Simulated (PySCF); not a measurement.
## Indirect couplings

Geometry:
```csv
atom,x (Å),y (Å),z (Å)
O1,2.511,-0.563,-0.047
C2,1.521,-0.046,-0.059
C3,0.250,0.589,-0.059
C4,-0.940,-0.438,-0.021
F5,-0.657,-1.334,0.924
F6,-2.011,0.262,0.301
H7,0.208,1.202,0.865
H8,0.198,1.266,-0.934
H9,-1.082,-0.939,-0.994
```

Total charge +1.

Indirect spin–spin couplings were computed at B3LYP/pcJ-1 (PySCF 2.14) on a PBE0-D3(BJ)/def2-SVP structure, for the isolated molecule, without vibrational or relativistic corrections. Couplings are averaged over pairs made equivalent by symmetry, fast rotation or ring inversion, so a value needn't be that of the named pair in this geometry, while other rotamers aren't included; one pair stands for each set, and the list holds those of at least 1.5 Hz over up to four bonds. One-bond C–F couplings come out tens of Hz too large with common functionals.

Isotopes: $^{13}$C, $^{19}$F, $^{1}$H, $^{17}$O. Couplings to quadrupolar nuclei such as 17O and 33S are rarely resolved in practice.

| pair | bonds | J (Hz) |
| --- | --- | --- |
| C2, C3 | 1 | 57.7 |
| C3, C4 | 1 | ? |
| C3, H7 | 1 | 156.9 |
| C4, F5 | 1 | -344.7 |
| C4, H9 | 1 | 222.7 |
| O1, C3 | 2 | 6.0 |
| C2, H7 | 2 | ? |
| C3, F5 | 2 | ? |
| C3, H9 | 2 | 11.6 |
| C4, H7 | 2 | ? |
| F5, F6 | 2 | 240.0 |
| F5, H9 | 2 | 58.5 |
| H7, H8 | 2 | -22.4 |
| O1, H7 | 3 | ? |
| C2, F5 | 3 | 6.9 |
| F5, H8 | 3 | 17.2 |
| H7, H9 | 3 | 3.9 |

Question: Estimate the withheld couplings, with signs.

Answer: 
- $^{1}J$(C3,C4) = 37.4 Hz (bond length 1.573 Å)
- $^{2}J$(C2,H7) = -8.6 Hz (mean over equivalent pairs that range from -9.8 to -7.3 Hz in this conformer)
- $^{2}J$(C3,F5) = 33.2 Hz (mean over equivalent pairs that range from 24.1 to 42.4 Hz in this conformer)
- $^{2}J$(C4,H7) = -4.8 Hz (mean over equivalent pairs that range from -6.3 to -3.2 Hz in this conformer)
- $^{3}J$(O1,H7) = -2.8 Hz
